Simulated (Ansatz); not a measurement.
# C₂H₄S: up Jacob's ladder to CCSD(T)

An exercise on one series of results from a longer session: the logs are not shown, and one member is left open.

The runs use Ansatz 0.2.0, Gaussian basis; functionals in def2-TZVPP, the program's frozen cores in correlated methods.

Plan: LDA (SPW92), PBE-D4, revPBE-D4, BLYP-D4, r2SCAN-D4, B97M-V, PBE0-D4, B3LYP-D4, r2SCANh-D4, r2SCAN0-D4, HSE06-D4, BHLYP-D4, CAM-B3LYP-D4, LC-ωPBE, ωB97X-V, ωB97M-V, B2PLYP, PBE-QIDH; CCSD(T)/def2-SVP; CCSD(T)/def2-TZVPP; CCSD(T)/def2-QZVPP; extrapolation to the limit; RPA on PBE.

## The relaxed structure

All runs share one geometry, relaxed beforehand with PBE0-D4 in a triple-zeta def2 set.

SMILES `C=CS`, 7 atoms, charge 0, spin multiplicity 1.

Atoms are counted from 1 here; the program's logs count them from 0.

Bond lengths: C1–C2 1.327 Å, C1–H4 1.084 Å, C1–H5 1.082 Å, C2–S3 1.751 Å, C2–H6 1.084 Å, S3–H7 1.340 Å. Angles: C2–C1–H4 122.3°, C2–C1–H5 120.2°, H4–C1–H5 117.5°, C1–C2–S3 123.6°, C1–C2–H6 120.9°, S3–C2–H6 115.5°, C2–S3–H7 96.7°.

The first run:

The input, in.yaml:

```yaml
crystal:
  periodic: [false, false, false]
  atoms:
    - {symbol: C, position_ang: [-0.949011, 0.320354, -0.532179]}
    - {symbol: C, position_ang: [0.224395, 0.155114, 0.064546]}
    - {symbol: S, position_ang: [0.797274, -1.386569, 0.665228]}
    - {symbol: H, position_ang: [-1.639103, -0.500560, -0.691603]}
    - {symbol: H, position_ang: [-1.249506, 1.300277, -0.880387]}
    - {symbol: H, position_ang: [0.896819, 0.992347, 0.212177]}
    - {symbol: H, position_ang: [1.980332, -0.948863, 1.116419]}
basis:
  gaussian: {orbitals: def2-TZVPP}
hamiltonian: {xc: lda}
output: {orbitals: {seedname: orbitals}}
```

Launch:

```console
ansatz run in.yaml --threads 2 --pin off --events-out ev --progress --plain --max-ram 32768MiB --backend cpu
```

Steps of the session up to this table: LDA; PBE-D4 (GGA); revPBE-D4 (GGA); BLYP-D4 (GGA); r2SCAN-D4 (meta-GGA); B97M-V (meta-GGA); B3LYP-D4 (hybrid); r2SCANh-D4 (hybrid); r2SCAN0-D4 (hybrid); HSE06-D4 (hybrid); BHLYP-D4 (hybrid); CAM-B3LYP-D4 (range-separated); LC-ωPBE (range-separated); ωB97X-V (range-separated); ωB97M-V (range-separated); B2PLYP (double hybrid); PBE-QIDH (double hybrid).

One of the session's tables, all rows but one given; the rest of the session is left out.

It belongs to the step «Orbital energies across the functionals». 

| functional | HOMO (eV) | gap (eV) |
| --- | --- | --- |
| LDA (SPW92) | -5.59 | 4.42 |
| PBE-D4 | -5.44 | 4.50 |
| revPBE-D4 | -5.38 | 4.53 |
| BLYP-D4 | -5.27 | 4.46 |
| r2SCAN-D4 | -5.64 | 4.91 |
| B97M-V | -5.66 | 5.01 |
| PBE0-D4 | -6.52 | 6.56 |
| B3LYP-D4 | -6.30 | 6.11 |
| r2SCANh-D4 | -6.04 | 5.67 |
| r2SCAN0-D4 | -6.65 | 6.81 |
| HSE06-D4 | -6.12 | 5.78 |
| BHLYP-D4 | ? | ? |
| CAM-B3LYP-D4 | -7.79 | 8.95 |
| LC-ωPBE | -9.15 | 11.46 |
| ωB97X-V | -8.77 | 11.02 |
| ωB97M-V | -8.64 | 10.76 |

Estimate the missing values for BHLYP-D4.

Worked estimate for «HOMO (eV)». Against the share of exact exchange, BLYP-D4 (0, -5.27), B3LYP-D4 (0.2, -6.30) give a slope of -5.15 per unit share; at 0.5 the line stands at -7.84.

As computed: HOMO (eV): -7.45; gap (eV): 8.57. In «HOMO (eV)» the line misses by -0.39.
